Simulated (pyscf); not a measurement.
Single points on ωB97X-D3(BJ)/def2-SVP structures (PySCF, gas phase). MP2 and CC: frozen core, UHF for open shells. ΔMP2 is the change of the MP2 total energy from the triple- to the quadruple-zeta basis.

Task: PBE/def2-TZVP puts the barrier of HC≡CH + H₂C=C=CH₂ -> cyclic C₅H₆ (SMILES C=C1C=CC1) (cycloaddition; singlet surface; none broken, C–C, C–C formed) at 25.4 kcal/mol and the reaction energy at -47.6 kcal/mol, from the separated reactants. What do r²SCAN/def2-TZVP, PBE0-D3(BJ)/def2-TZVP, CCSD(T)/def2-TZVPP + ΔMP2(QZVPP) give on the same structures?

Result: r²SCAN: ΔE‡ = 28.2 kcal/mol, ΔE = -47.4 kcal/mol; PBE0-D3(BJ): ΔE‡ = 30.7 kcal/mol, ΔE = -53.7 kcal/mol; CCSD(T): ΔE‡ = 31.1 kcal/mol, ΔE = -44.3 kcal/mol. PBE's barrier lies under all of them, by 2.8 to 5.7 kcal/mol. Its reaction energy lies among theirs. Low barriers are usual for a GGA, whose delocalisation error favours stretched bonds. The same reactants have a lower exit, to HC≡C–CH₂–CH=CH₂ (barrier +34.5 kcal/mol at ωB97M-D3(BJ), against +43.4 kcal/mol here). One saddle was located; it need not be the lowest between these sides. A restricted solution here is unstable towards spin polarisation, so biradical character is likely and single-reference numbers are less safe. The CCSD(T) − MP2 part came from Ansatz, without density fitting, on the same reference.
